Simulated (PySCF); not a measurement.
**[AlH4]− (SMILES [AlH4-]) at NEVPT2(8,8)/STO-3G**

What is the vertical singlet–triplet gap of [AlH4]− at NEVPT2(8,8)/STO-3G? 

The calculation is run with PySCF 2.14.0.

11 further runs of the same task are left out: 11 set aside as unsound or not needed.

### 1 Starting point

The species is [AlH4]− (5 atoms), meant as a singlet with charge -1. As SMILES, `[AlH4-]`. The shape comes from GFN2-xTB, which is rough for such elements, and wasn't checked as a minimum.

Bond lengths: Al1–H2 1.628 Å, Al1–H3 1.628 Å, Al1–H4 1.628 Å, Al1–H5 1.627 Å. Angles: H2–Al1–H3 109.4°, H2–Al1–H4 109.5°, H2–Al1–H5 109.4°, H3–Al1–H4 109.5°, H3–Al1–H5 109.4°, H4–Al1–H5 109.6°.

### 2 The energy at NEVPT2(8,8)/STO-3G

input.py reads:

```python
# [AlH4-]
import numpy
from pyscf import gto, scf, mp, mcscf, mrpt

system = gto.M(
    atom='''
Al    -0.000020     0.000060    -0.001080
H      1.443510    -0.504270     0.556410
H     -1.182970    -0.604500     0.939130
H     -0.203840    -0.517130    -1.530710
H     -0.056670     1.625850     0.036250
''',
    max_memory=1860,
    basis='sto-3g',
    charge=-1,
    verbose=4,
)

myscf = scf.RHF(system)
myscf.conv_tol = 1e-10
myscf.kernel()
if not myscf.converged:
    myscf = myscf.newton().run(myscf.mo_coeff, myscf.mo_occ)

pt = mp.MP2(scf.addons.convert_to_uhf(myscf)).run()
noons, natorbs = mcscf.addons.make_natural_orbitals(pt)
print('natural occupations', numpy.round(noons[:40], 4))
cas = mcscf.CASSCF(myscf, 8, 8)
cas.fix_spin_(ss=0.0)
cas.natorb = True
cas.kernel(natorbs)
e_pt2 = mrpt.NEVPT(cas).kernel()
e_final = cas.e_tot + e_pt2
print(f'total energy: {e_final:.8f} hartree')
```

Launch:

```console
$ OMP_NUM_THREADS=1 python input.py
```

Standard output:

```text
PySCF version 2.14.0

[INPUT] num. atoms = 5
[INPUT] num. electrons = 18
[INPUT] charge = -1
[INPUT] spin (= nelec alpha-beta = 2S) = 0
[INPUT] symmetry False subgroup None
[INPUT] Mole.unit = angstrom
[INPUT] Symbol           X                Y                Z      unit          X                Y                Z       unit  Magmom
[INPUT]  1 Al    -0.000020000000   0.000060000000  -0.001080000000 AA   -0.000037794522   0.000113383567  -0.002040904215 Bohr   0.0
[INPUT]  2 H      1.443510000000  -0.504270000000   0.556410000000 AA    2.727838558071  -0.952932192834   1.051462512969 Bohr   0.0
[INPUT]  3 H     -1.182970000000  -0.604500000000   0.939130000000 AA   -2.235489313577  -1.142339442300   1.774698495363 Bohr   0.0
[INPUT]  4 H     -0.203840000000  -0.517130000000  -1.530710000000 AA   -0.385201773231  -0.977234070796  -2.892622676133 Bohr   0.0
[INPUT]  5 H     -0.056670000000   1.625850000000   0.036250000000 AA   -0.107090779479   3.072411219624   0.068502572015 Bohr   0.0

nuclear repulsion = 18.1028843669443
number of shells = 9
number of NR pGTOs = 39
number of NR cGTOs = 13
basis = sto-3g
ecp = {}

******** <class 'pyscf.scf.hf.RHF'> ********
method = RHF
initial guess = minao
damping factor = 0
level_shift factor = 0
DIIS = <class 'pyscf.scf.diis.CDIIS'>
diis_start_cycle = 1
diis_space = 8
diis_damp = 0
SCF conv_tol = 1e-10
SCF conv_tol_grad = None
SCF max_cycles = 50
direct_scf = True
direct_scf_tol = 1e-13
Set gradient conv threshold to 1e-05
Initial guess from minao.
init E= -240.561017808134
  HOMO = -0.29368933036163  LUMO = 0.34937777465929  gap/eV = 17.49875
[... 13 lines left out ...]
converged SCF energy = -241.147237562435
[... 32 lines left out ...]
sorting_mo_energy = False
[... 22 lines left out ...]
1-step CASSCF converged in   4 macro ( 21 JK   9 micro) steps
[... 3 lines left out ...]
Natural orbital (expansion on meta-Lowdin AOs) in CAS space
[... 23 lines left out ...]
CASSCF energy = -241.207928875326
[... 1 line left out ...]

******** <class 'pyscf.mrpt.nevpt2.NEVPT'> ********
NEVPT2 (4e+4e, 8o), ncore = 5, nvir = 0
root = 0
Natural occ [1.98257369 1.97480459 1.97479474 1.97479247 0.03625965 0.01893742
 0.01892482 0.01891262]
Natural orbital (expansion on meta-Lowdin AOs) in CAS space
               #1        #2        #3        #4        #5
0 Al 1s         -0.00418  -0.00000   0.00001   0.00001  -0.00030
0 Al 2s         -0.00329  -0.00000  -0.00001  -0.00001  -0.00184
0 Al 3s          0.68269   0.00027  -0.00119  -0.00110   0.73069
[... 9 lines of this table left out ...]
4 H 1s           0.36593  -0.71919   0.02826   0.14815  -0.34114
               #6        #7        #8
0 Al 1s          0.00000  -0.00000   0.00000
0 Al 2s         -0.00000   0.00000  -0.00001
0 Al 3s          0.00023  -0.00030   0.00099
[... 9 lines of this table left out ...]
4 H 1s           0.00832  -0.36013  -0.28220
<CAS-nat-orb|mo-hf>  6      6        0.99947567
<CAS-nat-orb|mo-hf>  7      8       -0.91244047
<CAS-nat-orb|mo-hf>  8      7       -0.79475072
<CAS-nat-orb|mo-hf>  8      8       -0.40678768
<CAS-nat-orb|mo-hf>  8      9       -0.44844477
<CAS-nat-orb|mo-hf>  9      7       -0.49622291
<CAS-nat-orb|mo-hf>  9      9        0.86705552
<CAS-nat-orb|mo-hf>  10     10       0.99993230
<CAS-nat-orb|mo-hf>  11     11      -0.99943902
<CAS-nat-orb|mo-hf>  12     12       0.97994597
<CAS-nat-orb|mo-hf>  13     13       0.97969476
Sr    (-1)',   E = -0.00000000000000
Si    (+1)',   E = -0.00124531848610
Sijrs (0)  ,   E = 0.00000000000000
Sijr  (+1) ,   E = -0.00000000000000
Srsi  (-1) ,   E = -0.00000000000000
Srs   (-2) ,   E = 0.00000000000000
Sij   (+2) ,   E = -0.00542353236485
Sir   (0)' ,   E = -0.00000000000000
Nevpt2 Energy = -0.006668850850952
total energy: -241.21459773 hartree
```

Wall time 2.5 s (1 thread of Arm Neoverse V1, shared host); peak memory 0.13 GiB.

### 3 The triplet at the same level

mol.xyz reads:

```xyz
5
AlH4
Al    -0.000020     0.000060    -0.001080
H      1.443510    -0.504270     0.556410
H     -1.182970    -0.604500     0.939130
H     -0.203840    -0.517130    -1.530710
H     -0.056670     1.625850     0.036250
```

job.py reads:

```python
import numpy
from pyscf import gto, scf, mp, mcscf, mrpt

mol = gto.M(
    atom='mol.xyz',
    spin=2,
    max_memory=1860,
    charge=-1,
    verbose=4,
    basis='sto-3g',
)

mf = scf.ROHF(mol)
mf.conv_tol = 1e-10
mf.kernel()
if not mf.converged:
    mf = mf.newton().run(mf.mo_coeff, mf.mo_occ)

pt = mp.MP2(scf.addons.convert_to_uhf(mf)).run()
noons, natorbs = mcscf.addons.make_natural_orbitals(pt)
print('natural occupations', numpy.round(noons[:40], 4))
cas = mcscf.CASSCF(mf, 8, 8)
cas.fix_spin_(ss=2.0)
cas.natorb = True
cas.kernel(natorbs)
e_pt2 = mrpt.NEVPT(cas).kernel()
e_tot = cas.e_tot + e_pt2
print('Final energy', e_tot)
```

Launch:

```console
$ OMP_NUM_THREADS=1 python job.py
```

Standard output:

```text
PySCF version 2.14.0

[INPUT] num. atoms = 5
[INPUT] num. electrons = 18
[INPUT] charge = -1
[INPUT] spin (= nelec alpha-beta = 2S) = 2
[INPUT] symmetry False subgroup None
[INPUT] Mole.unit = angstrom
[INPUT] Symbol           X                Y                Z      unit          X                Y                Z       unit  Magmom
[INPUT]  1 Al    -0.000020000000   0.000060000000  -0.001080000000 AA   -0.000037794522   0.000113383567  -0.002040904215 Bohr   0.0
[INPUT]  2 H      1.443510000000  -0.504270000000   0.556410000000 AA    2.727838558071  -0.952932192834   1.051462512969 Bohr   0.0
[INPUT]  3 H     -1.182970000000  -0.604500000000   0.939130000000 AA   -2.235489313577  -1.142339442300   1.774698495363 Bohr   0.0
[INPUT]  4 H     -0.203840000000  -0.517130000000  -1.530710000000 AA   -0.385201773231  -0.977234070796  -2.892622676133 Bohr   0.0
[INPUT]  5 H     -0.056670000000   1.625850000000   0.036250000000 AA   -0.107090779479   3.072411219624   0.068502572015 Bohr   0.0

nuclear repulsion = 18.1028843669443
number of shells = 9
number of NR pGTOs = 39
number of NR cGTOs = 13
basis = sto-3g
ecp = {}

******** <class 'pyscf.scf.rohf.ROHF'> ********
method = ROHF
initial guess = minao
damping factor = 0
level_shift factor = 0
DIIS = <class 'pyscf.scf.diis.CDIIS'>
diis_start_cycle = 1
diis_space = 8
diis_damp = 0
SCF conv_tol = 1e-10
SCF conv_tol_grad = None
SCF max_cycles = 50
direct_scf = True
direct_scf_tol = 1e-13
num. doubly occ = 8  num. singly occ = 2
Set gradient conv threshold to 1e-05
init E= -240.561017808134
  HOMO = 0.349377774659291  LUMO = 0.503608616490411  gap/eV = 4.19683
[... 33 lines left out ...]
converged SCF energy = -240.6769180683
[... 32 lines left out ...]
sorting_mo_energy = False
[... 20 lines left out ...]
1-step CASSCF converged in   3 macro ( 16 JK   6 micro) steps
[... 3 lines left out ...]
Natural orbital (expansion on meta-Lowdin AOs) in CAS space
[... 22 lines left out ...]
CASSCF energy = -240.764248597838
CASCI E = -240.764248597838  E(CI) = -8.64452768514698  S^2 = 2.0000000

******** <class 'pyscf.mrpt.nevpt2.NEVPT'> ********
NEVPT2 (5e+3e, 8o), ncore = 5, nvir = 0
root = 0
Natural occ [1.98262895 1.97534106 1.79478707 1.18337285 0.81564259 0.20082527
 0.02454469 0.02285753]
Natural orbital (expansion on meta-Lowdin AOs) in CAS space
               #1        #2        #3        #4        #5
0 Al 1s          0.00389   0.00000   0.00210  -0.00000   0.00018
0 Al 2s         -0.00558  -0.00001  -0.01189   0.00003   0.00315
0 Al 3s         -0.60032  -0.00011  -0.35305   0.00078  -0.65286
[... 9 lines of this table left out ...]
4 H 1s          -0.52505   0.60131   0.20697  -0.00091   0.19887
               #6        #7        #8
0 Al 1s         -0.00000  -0.00009   0.00000
0 Al 2s         -0.00001  -0.00105  -0.00002
0 Al 3s          0.00126   0.29735   0.00226
[... 9 lines of this table left out ...]
4 H 1s          -0.00018  -0.37523  -0.37310
<CAS-nat-orb|mo-hf>  6      6       -0.88826011
<CAS-nat-orb|mo-hf>  6      7       -0.45760055
<CAS-nat-orb|mo-hf>  7      8       -0.99844569
<CAS-nat-orb|mo-hf>  8      6       -0.45763194
<CAS-nat-orb|mo-hf>  8      7        0.88673725
<CAS-nat-orb|mo-hf>  9      9       -0.99631528
<CAS-nat-orb|mo-hf>  10     10      -0.99760331
<CAS-nat-orb|mo-hf>  11     11      -0.99629103
<CAS-nat-orb|mo-hf>  12     12      -0.99916096
<CAS-nat-orb|mo-hf>  13     13       0.99987484
Sr    (-1)',   E = -0.00000000000000
Si    (+1)',   E = -0.00116587374165
Sijrs (0)  ,   E = 0.00000000000000
Sijr  (+1) ,   E = -0.00000000000000
Srsi  (-1) ,   E = -0.00000000000000
Srs   (-2) ,   E = 0.00000000000000
Sij   (+2) ,   E = -0.00542300971557
Sir   (0)' ,   E = -0.00000000000000
Nevpt2 Energy = -0.006588883457221
Final energy -240.77083748129547
```

Run time: 2.1 s. Hardware: 1 thread of Arm Neoverse V1, shared host; peak memory 0.13 GiB.

### 4 Outcome

At NEVPT2(8,8)/STO-3G:

| quantity | value |
| --- | --- |
| singlet: total energy | -241.21460 Eh |
| singlet: HOMO energy (Hartree–Fock orbitals) | -1.39 eV |
| singlet: LUMO energy (Hartree–Fock orbitals) | 22.04 eV |
| singlet: HOMO–LUMO gap (to an unbound level, set by the basis) | 23.42 eV |
| triplet: total energy | -240.77084 Eh |
| vertical energy of the triplet above the singlet | 12.075 eV |

What this shows: At this shape the triplet lies 12.08 eV (278 kcal/mol) above the singlet. For an anion a state so high probably lies above electron detachment. In a minimal basis such a difference can be off by several eV, whatever the method. Mulliken charges (singlet) of the mean-field density run from -0.42 on H3 to +0.68 on Al1; they depend strongly on the basis. Mulliken charges (triplet) of the mean-field density run from -0.47 on H4 to +0.38 on Al1; they depend strongly on the basis. The HOMO (triplet) lies at positive energy, 18.19 eV: the electron is unbound at this level or held by a compact basis; values depend on the basis.
